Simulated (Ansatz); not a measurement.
Appearance energy of a fragment ion: C5H12O → [C4H9]+ + CH3O + e⁻

Species: C5H12O (tert-butyl methyl ether) `COC(C)(C)C`, singlet; [C4H9]+ `C[C+](C)C`, singlet; CH3O `C[O]`, doublet. 

Shapes, held fixed at every level: PBE0-D4/def2-TZVP. Flexible molecules stand in one conformer, not always the lowest. Programs: Ansatz 0.2.0. Electronic energies: no zero-point or thermal term.

```tsv
level	kind	ΔE (eV)	less CCSD(T)/CBS estimate
HF/def2-SVP	Hartree–Fock	+8.62	-2.21
HF/def2-TZVPP	Hartree–Fock	+8.42	-2.41
r2SCAN0-D4/def2-TZVPP	global hybrid	+10.26	-0.57
wB97M-V/def2-TZVPP	range-separated hybrid	+10.43	-0.40
B2PLYP/def2-TZVPP	double hybrid	+10.31	-0.52
MP2/def2-TZVPP	perturbation theory	+11.05	+0.22
CCSD/def2-SVP	coupled cluster or CI	+10.44	-0.39
CCSD(T)/CBS estimate	coupled cluster or CI	+10.83	0.00
```

The highest level, CCSD(T)/CBS estimate, gives ΔE = +10.83 eV; the levels span +8.42 to +11.05. The column of differences is taken from that level and isn't an error. No measured value is set beside it here. Open shells run unrestricted unless RO is named. The CBS estimate extrapolates MP2 from def2-TZVPP and def2-QZVPP and adds CCSD(T) − MP2 in the triple-zeta set, cores frozen. The onset seen in experiment also holds zero-point changes and kinetic shifts.
